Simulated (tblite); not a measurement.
Compound: C₄H₇F.
Bonds: C1–C2 (double), C2–C3, C3–C4, C4–F5. Hydrogens: H6, H7 on C1; H8 on C2; H9, H10 on C3; H11, H12 on C4.

Computed with GFN2-xTB (tblite), gas phase: Langevin dynamics at 600 K from the optimised GFN2-xTB geometry, time step 0.5 fs, friction 0.01 fs⁻¹, 2000 steps. The instantaneous temperature is 2·E(kin)/(3Nk) with all 3N coordinates.

```tsv
t (fs)	T (K)	E(pot) above start (eV)	C1=C2 (Å)	C2–C3 (Å)	C3–C4 (Å)	C4–F5 (Å)	C1–H6 (Å)	C1–C2–C3–C4 (°)
0	523	0.000	1.319	1.498	1.527	1.374	1.076	121
50	656	0.626	1.299	1.416	1.534	1.364	1.033	130
100	567	0.694	1.347	1.487	1.558	1.444	1.114	147
150	656	0.536	1.265	1.481	1.554	1.433	1.112	137
200	483	0.964	1.381	1.503	1.503	1.354	1.017	119
250	640	0.674	1.321	1.490	1.582	1.412	1.098	98
300	734	1.004	1.289	1.611	1.503	1.385	1.108	93
350	737	0.916	1.325	1.615	1.527	1.388	1.050	112
400	668	0.510	1.315	1.533	1.523	1.369	1.060	118
450	513	0.577	1.295	1.443	1.580	1.401	1.074	111
500	544	0.400	1.352	1.505	1.542	1.357	1.083	130
550	388	0.411	1.312	1.568	1.550	1.381	1.123	130
600	529	0.669	1.328	1.441	1.519	1.359	1.056	118
650	443	0.402	1.332	1.542	1.534	1.401	1.082	92
700	355	0.667	1.320	1.552	1.517	1.327	1.106	64
750	687	0.634	1.355	1.525	1.538	1.495	1.085	60
800	551	0.588	1.312	1.507	1.516	1.346	1.027	56
850	587	0.642	1.308	1.445	1.473	1.363	1.113	102
900	488	1.039	1.307	1.488	1.598	1.492	1.082	122
950	591	0.757	1.301	1.479	1.613	1.335	1.057	132
1000	480	0.869	1.333	1.497	1.493	1.444	1.079	133
```

Task: From 500 fs on, how do temperature and potential energy compare with equipartition?

Result: The mean temperature of these 11 frames is 513 K against the target 600 K, and the mean potential energy 0.64 eV against 30 × kT/2 = 0.78 eV for 30 classical harmonic modes. For 12 atoms in a canonical ensemble the temperature itself scatters by T·√(2/(3N)) = 141 K; here its standard deviation is 91 K. The whole run lasts only 10 friction times of 100 fs, so these averages carry a wide statistical error.

Task: What are the kinetic and total energies of the listed frame with the highest potential energy?

Result: The one at 900 fs, 1.039 eV above the start. Its kinetic energy is 3NkT/2 = 0.757 eV at 488 K, so the sum is 1.80 eV; over the listed frames the sum runs from 0.81 to 2.14 eV, since the thermostat adds and removes energy.

Task: How much do the listed bonds fluctuate from 500 fs on?

Result: 
```
 bond  at the start (Å)  mean (Å)  standard deviation (Å)
C1=C2             1.319     1.324                   0.017
C2–C3             1.498     1.505                   0.039
C3–C4             1.527     1.536                   0.039
C4–F5             1.374     1.391                   0.057
C1–H6             1.076     1.081                   0.026
```

The motion is classical and holds no zero-point motion.

What follows is the cost of the whole dynamics run. Hardware: one thread of an Intel Xeon at 2.50 GHz, shared host with 64 logical CPUs at a one-minute load of 53. Cost: 18 s, 0.18 GiB resident at most.
